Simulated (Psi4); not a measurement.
Process, species as SMILES: P (PH3) + H+ → [PH4+]
B3LYP-D3(BJ)/def2-TZVP geometries, fixed; electronic energies without zero-point terms; positive where energy is released.

Effect of the grid (radial, spherical points) at PBE/def2-TZVP with Psi4, against the last row, where the proton affinity is 190.46 kcal/mol.

```json
[
 {"setting": "grid: 35, 110", "grid points, largest species": "18892", "largest shift of a total energy (mEh)": "-1.669", "shift of the proton affinity (kcal/mol)": "0.014"},
 {"setting": "grid: 50, 194", "grid points, largest species": "47523", "largest shift of a total energy (mEh)": "-0.028", "shift of the proton affinity (kcal/mol)": "-0.002"},
 {"setting": "grid: 75, 302", "grid points, largest species": "109356", "largest shift of a total energy (mEh)": "0.002", "shift of the proton affinity (kcal/mol)": "0.001"},
 {"setting": "grid: 99, 590", "grid points, largest species": "280323", "largest shift of a total energy (mEh)": "0.000", "shift of the proton affinity (kcal/mol)": "0.000"},
 {"setting": "grid: 150, 974", "grid points, largest species": "699823", "largest shift of a total energy (mEh)": "0.000", "shift of the proton affinity (kcal/mol)": "0.000"}
]
```

Within 0.02 kcal/mol in the proton affinity: grid: 35, 110; grid: 50, 194; grid: 75, 302; grid: 99, 590. The largest shift is 1.669 mEh in a total energy and 0.014 kcal/mol in the difference.
